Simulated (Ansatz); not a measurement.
Reaction (SMILES): C1=CC1 + 4 [H][H] (H2) → 3 C (CH4)
B3LYP-D3(BJ)/def2-TZVP geometries, fixed; electronic energies without zero-point terms.
Largest species:
```xyz
7

C     -0.0054     0.0051     0.8609
C     -0.0002    -0.6463    -0.4958
C      0.0065     0.6404    -0.5035
H      0.9023     0.0040     1.4624
H     -0.9206     0.0134     1.4509
H     -0.0016    -1.5779    -1.0322
H      0.0147     1.5655    -1.0509
```

How fast the energy of full hydrogenation converges with the basis for several methods (Ansatz, a quantum-chemistry and plane-wave program): deviation from each method's own reference, in kcal/mol. References: B2PLYP -142.90 kcal/mol, the value in def2-QZVPPD; CCSD(T) -141.93 kcal/mol, Hartree-Fock in cc-pVQZ plus the correlation part extrapolated as X^-3 from cc-pVTZ and cc-pVQZ; HF -151.64 kcal/mol, the value in def2-QZVPPD; MP2 -139.90 kcal/mol, Hartree-Fock in cc-pVQZ plus the correlation part extrapolated as X^-3 from cc-pVTZ and cc-pVQZ; PBE -139.90 kcal/mol, the value in def2-QZVPPD; PBE0 -146.67 kcal/mol, the value in def2-QZVPPD. Cartesian d functions, on some or all atoms, in 6-31G**; all else is spherical. In correlated methods cores are frozen. No added dispersion term, no relativity. 

| basis | functions | B2PLYP | CCSD(T) | HF | MP2 | PBE | PBE0 |
|---|---|---|---|---|---|---|---|
| STO-3G | 19 | -26.71 | -10.21 | -44.98 | -16.69 | -27.64 | -31.91 |
| 3-21G | 35 | -14.71 | -1.70 | -22.61 | -8.08 | -16.67 | -19.10 |
| pcseg-1 | 62 | -2.53 | -1.85 | -5.49 | -2.28 | -2.04 | -2.98 |
| cc-pVDZ | 62 | -2.13 | -1.61 | -4.09 | -2.09 | -1.62 | -2.33 |
| 6-31G** | 65 | -2.71 | -0.31 | -5.09 | -2.12 | -2.66 | -3.71 |
| 6-311G** | 78 | -0.66 | 2.24 | -2.33 | 1.20 | -1.38 | -1.64 |
| def2-SVPD | 92 | -4.39 | -4.21 | -4.96 | -4.63 | -4.40 | -4.14 |
| aug-pcseg-1 | 105 | -2.70 | -4.32 | -4.06 | -4.17 | -1.70 | -2.21 |
| def2-TZVP | 117 | 1.24 | 2.97 | 0.27 | 3.20 | 0.71 | 0.61 |
| cc-pVTZ | 146 | -0.84 | -0.67 | -0.70 | -1.06 | -0.61 | -0.59 |
| def2-TZVPP | 149 | -0.40 | -0.14 | -0.38 | -0.49 | -0.35 | -0.32 |
| jun-cc-pV(T+d)Z | 173 | -0.70 | -0.73 | -0.58 | -0.91 | -0.44 | -0.43 |

Mean absolute deviation over 6-311G**, def2-TZVP, cc-pVTZ, def2-TZVPP, jun-cc-pV(T+d)Z: PBE 0.70, PBE0 0.72, B2PLYP 0.77, HF 0.85, CCSD(T) 1.35, MP2 1.37 kcal/mol.
